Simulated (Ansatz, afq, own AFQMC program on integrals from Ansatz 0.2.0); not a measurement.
**H3S⁺, triplet: AFQMC among the cluster methods**

```xyz
4

S     0.0000   -0.0391    0.0000
H     0.0000    1.3184    0.0000
H     0.0000   -0.0372    1.5201
H     0.0000   -0.0372   -1.5201
```

Basis 6-31G. Only valence electrons are correlated. Integrals, coupled cluster, full CI and functionals: Ansatz 0.2.0; the random walks run on the same integrals in our own AFQMC program. The CISD trial takes its coefficients from CCSD amplitudes. Released means that phaseless walkers are propagated on without the constraint, phases kept. Free AFQMC starts from the CCSD state and is never constrained. Its projection time is finite, and what remains of the start isn't in its error. Uncertainties: one standard error, sampling alone.

Determinant: UHF, the one that the program's search chose, which needn't be the lowest solution. The geometry is a PBE0/def2-TZVP stationary point of this or a neighbouring charge and spin state.

Full CI on the same integrals is exact in this basis and with this determinant's frozen core.

Cautions: another spin lies lower (by 1.79 eV).

The T1 diagnostic is 0.0165. The weight of the determinant in the CISD state is 0.940 and the ⟨S²⟩ of the determinant is 2.047. The size of the correlated space is 8 electrons in 14 orbitals.

Reference: full CI, correlation energy -1.997 eV. The released energy is read at 2.40 1/Eh (meV from the phaseless value at times in 1/Eh: -1.3 ± 1.4 at 0.24, -1.8 ± 1.1 at 0.51, -2.7 ± 1.2 at 0.99, -2.6 ± 1.0 at 1.62, -5.9 ± 1.1 at 2.40).

| level | E − E(reference) (meV) | share of correlation (%) |
| --- | --- | --- |
| HF | 1996.6 | 0.00 |
| MP2 | 624.0 | 68.75 |
| CCSD | 27.0 | 98.65 |
| CCSD(T) | 7.5 | 99.63 |
| ph-AFQMC/CISD | 3.2 ± 1.4 | 99.84 |
| released AFQMC | -2.7 ± 1.1 | 100.14 |
| free AFQMC | -3.0 ± 2.0 | 100.15 |

Free projections are given only where their last times agree within the noise and don't stop above the reference; a slow remainder of the start can still hide under it. A walk keeps the symmetry of its determinant, which the program's search chose and which needn't be the lowest solution, so a lower state of the same spin and another symmetry isn't excluded. Released energies are given only where the last usable release times agree within the noise; a slower fall can still hide under it.
